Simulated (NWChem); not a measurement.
Molecule: SiH$_{2}$, singlet; SMILES [SiH2]

Results from NWChem. Low-valent species are run as closed-shell singlets; no triplet was tried in these runs. All runs use the structure optimised with B3LYP/6-31G* (spherical d).

Question: What does the run give for B3LYP/pcseg-2? Quantities: highest occupied level (eV); orbital gap (eV); dipole (D).

Answer: 
- highest occupied level (eV) = -6.70
- orbital gap (eV) = 3.37
- dipole (D) = 0.10
